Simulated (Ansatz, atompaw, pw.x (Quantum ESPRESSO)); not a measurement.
# Equation-of-state test of one PAW (atompaw) potential (silicon)

```json
{
  "Element": "silicon",
  "Generator": "atompaw 4.2.0.5",
  "Type": "PAW",
  "Functional": "LDA (PW92)",
  "Relativity": "scalar-relativistic",
  "Frozen core": "[Ne]",
  "Valence charge": "4",
  "Reference configuration": "3s2 3p2",
  "Partial waves": "3s (bound): rc 1.75 bohr; 3s channel at -0.4 Ry: rc 1.85 bohr; 3p (bound): rc 1.80 bohr; 3p channel at 0.5 Ry: rc 1.80 bohr; 3d channel at 0.5 Ry: rc 1.85 bohr",
  "Local potential": "bessel scheme, radius 1.65 bohr",
  "Core correction": "smooth core density matched at 1.60 bohr",
  "Augmentation charge": "sinc compensation charge, radius 1.50 bohr; PAW radius 1.85 bohr; waves and projectors: custom rrkj gramschmidtortho"
}
```

Atomic tests: cutoffs needed: 8 Ry and 15 Ry (the cutoffs (Ry, on a coarse ladder) from which the occupation-weighted sum of valence levels, in a spherical-Bessel basis at the reference potential, stays within 10 and 1 mRy of its value at 400 Ry); ghost test: no extra level below or beside the all-electron valence levels (s, p, d, f tested) (spherical-Bessel basis up to 400 Ry, 20 bohr box); lowest eigenvalue of the overlap operator: 0.14 (s channel).

Crystal test: diamond Si in pw.x 7.5, no spin, 9³ k-points, Fermi–Dirac smearing 0.01 Ry, cutoffs 40/400 Ry. The reference is all-electron LAPW (Ansatz 0.2.0) with the same functional, mesh and smearing; V0 and B0 come from Birch–Murnaghan fits to the pressures at five volumes. Errors are pseudo minus all-electron; Δ is the rms difference of the E(V) curves that follow from these fits, minima aligned, over ±6 % about the mean V0. Mesh and smearing are coarse, so the numbers serve the comparison and aren't converged zero-temperature values; the lattice is a test structure that the element need not adopt.

```json
{"V (Å³/atom)": "18.709", "P all-electron (GPa)": "5.46", "P pseudo (GPa)": "5.76"}
{"V (Å³/atom)": "19.202", "P all-electron (GPa)": "2.53", "P pseudo (GPa)": "2.80"}
{"V (Å³/atom)": "19.694", "P all-electron (GPa)": "-0.03", "P pseudo (GPa)": "0.20"}
{"V (Å³/atom)": "20.186", "P all-electron (GPa)": "-2.29", "P pseudo (GPa)": "-2.09"}
{"V (Å³/atom)": "20.679", "P all-electron (GPa)": "-4.26", "P pseudo (GPa)": "-4.09"}
```

All-electron: a0 = 5.400 Å (V0 = 19.69 Å³/atom), B0 = 96.2 GPa.

Pseudopotential: mean pressure error (GPa): +0.24; a0 (Å): 5.405; a0 error (%): +0.08; B0 error (%): +0.3; Δ (meV/atom): 1.0.

Q: At the middle volume, how do free energy and pressure move when the wave cutoff is lowered (ecutrho held at 400 Ry)?

A:

| cutoff (Ry) | shift of F (meV/atom) | shift of P (GPa) |
| --- | --- | --- |
| 18 | +16.7 | -0.11 |
| 24 | +4.3 | -0.12 |
| 32 | +0.3 | +0.02 |

The run at the middle volume (35 k-points, 8 iterations) took about 6.2 s on one core of a shared host (Intel(R) Xeon(R) 6975P-C, 32 threads, 248 GiB, load 9).
